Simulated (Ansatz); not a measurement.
HSiC, quartet: stretch scan

Starting geometry (PBE0/def2-TZVP stationary point for this spin, not checked as a minimum):

```xyz
3

Si    0.0000   -0.0832    0.5272
C     0.0000    0.0762   -1.3058
H     0.0000    1.4109    0.8685
```

From there H3 moves along the line of the two atoms named below, all else staying in place; atoms are numbered as listed. Energies are in kJ/mol, counted from the starting geometry at the same level. Kohn–Sham curves are unrestricted where that lies lower.

Basis 6-31G; Ansatz 0.2.0. Correlated methods freeze the noble-gas cores. R marks a restricted (for open shells ROHF) determinant. Active spaces: valence = (9e, 9o) chosen from the atoms' valence shells.

Unrestricted Kohn–Sham rows aren't spin-pure: their determinants' ⟨S²⟩ exceeds S(S+1) by up to 0.12, so they mix in states of higher spin. Coupled cluster chose its determinant by trial CCSD, here up to 0.68 eV above the lowest Hartree–Fock solution of its kind, and MP2 stands on that determinant too. Runs in a small pair space aren't shown, since their orbitals change along the scan. A value is left out where its run failed or describes another state than the reference as far as symmetry and spin tell, or, spin-broken singlets apart, can't be checked.

Full CI is exact within this basis and frozen core; it isn't the basis-set limit.

```csv
distance Si1-H3 (Å),full CI,curve A,curve B,curve C,curve D
1.232,123.6,119.0,116.1,123.6,124.7
1.345,45.8,42.4,41.9,45.8,46.7
1.533,0.0,0.0,0.0,0.0,0.0
1.669,1.5,5.4,3.3,1.5,0.5
1.855,23.7,35.1,28.8,23.7,21.1
2.117,64.8,92.8,78.9,64.9,60.7
2.418,101.9,–,130.8,102.2,96.3
2.818,121.3,131.5,168.2,121.7,111.9
3.335,123.6,129.4,183.2,124.1,111.3
4.087,122.9,128.3,–,123.4,110.0
5.103,122.9,128.3,185.6,123.4,109.9
```

Q: The curves come from B97M-V, CASSCF (valence space), RCCSDTQ, RMP2. Compare each with full CI and say which is which.

A: A: RMP2, B: B97M-V, C: RCCSDTQ, D: CASSCF (valence space). Spread of the error against full CI, over the points where both stand: A 32.6, B 70.2, C 0.5, D 14.1 kJ/mol. B97M-V at 5.103 Å lies 62.7 kJ/mol (51 %) above the reference in this basis.

In so small a basis the reference is far from its limit while semilocal and hybrid functionals are nearer theirs, so the functionals' errors here hold much of the reference's basis and frozen-core error, which can add to them or hide them.
